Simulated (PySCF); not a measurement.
## Partial charges of methylidenesilylene

Species: methylidenesilylene, CH₂Si (singlet state).
SMILES with atom numbers: `[CH2:1]=[Si:2]` (hydrogens: H3, H4 on C1)

Geometry (GFN2-xTB, Å), atoms numbered from 1 in this order:
```xyz
4
CH2Si angstrom
C     -0.1378    0.0135   -0.1962
Si     1.5814   -0.1373   -0.5325
H     -0.7478    0.8197   -0.5809
H     -0.6855   -0.6911    0.4151
```

Density: PBE0/pcSseg-1 (PySCF); schemes: Mulliken, IAO, Hirshfeld and ESP-fitted. Isolated species at its GFN2-xTB geometry, gas phase.

Give the atomic charges in each scheme.

In e; atoms taken as equivalent share a row and are averaged (×n: the atom named and its like, n in all):

```json
{"atom": "C1", "environment": "carbon bonded to Si and 2 H", "Mulliken": "-0.671", "IAO": "-0.731", "Hirshfeld": "-0.289", "ESP-fitted": "-0.663"}
{"atom": "Si2", "environment": "silicon bonded to C", "Mulliken": "+0.358", "IAO": "+0.386", "Hirshfeld": "+0.214", "ESP-fitted": "+0.190"}
{"atom": "H3/H4", "environment": "hydrogen on C1", "Mulliken": "+0.156", "IAO": "+0.172", "Hirshfeld": "+0.037", "ESP-fitted": "+0.236"}
```

Mean size of the charges over all atoms: IAO 0.365 e, Mulliken 0.335 e, ESP-fitted 0.332 e, Hirshfeld 0.144 e. Each set sums to the total charge, 0, to within 0.001 e. The Mulliken scheme counts on each atom the diagonal of the density matrix times the overlap matrix over that atom's basis functions.

Lowest charge. All schemes agree: Mulliken C1 (-0.671); IAO C1 (-0.731); Hirshfeld C1 (-0.289); ESP-fitted C1 (-0.663).

Highest charge. The schemes don't all agree: Mulliken Si2 (+0.358); IAO Si2 (+0.386); Hirshfeld Si2 (+0.214); ESP-fitted H3/H4 (+0.236).

How many electrons does the Mulliken scheme count on C1?

Z − q = 6 − (-0.671) = 6.671.

Sum the charges by element, for elements with more than one atom.

```
element  atoms  Mulliken     IAO  Hirshfeld  ESP-fitted
      H      2    +0.312  +0.344     +0.075      +0.473
```

The run behind these numbers computed NMR shieldings as well. The run took 1.9 s wall on one thread of an x86-64 server (shared host).
